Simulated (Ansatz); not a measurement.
Basis-set extrapolation for BH$_{2}$OS (`O[B]S`) radical (PBE0-D4/def2-TZVP geometry, frozen core, Ansatz). Multiplicity 2, UHF reference.

|  | def2-TZVPP | def2-QZVPP |
| --- | --- | --- |
| HF | -498.316575 | -498.332632 |
| MP2 correlation | -0.489394 | -0.530052 |
| CCSD(T) correlation | -0.537006 | not run |

Energies in hartree. Use E(X) = E(∞) + A·exp(−7.88·√X) for Hartree–Fock and E(X) = E(∞) + B·X^(−2.97) for correlation, with X = 3 and 4, and add CCSD(T) minus MP2 of the smaller set to the MP2 limit.

What is the CCSD(T) energy at the basis-set limit?

HF limit: -498.332632 + (-0.016057) × 0.13774 = -498.33484. MP2 limit: -0.530052 + (-0.040658) × 0.74074 = -0.56017. Higher-order term: -0.537006 − (-0.489394) = -0.04761. Total: -498.94262 hartree, 55.9 kcal/mol below CCSD(T)/def2-TZVPP.
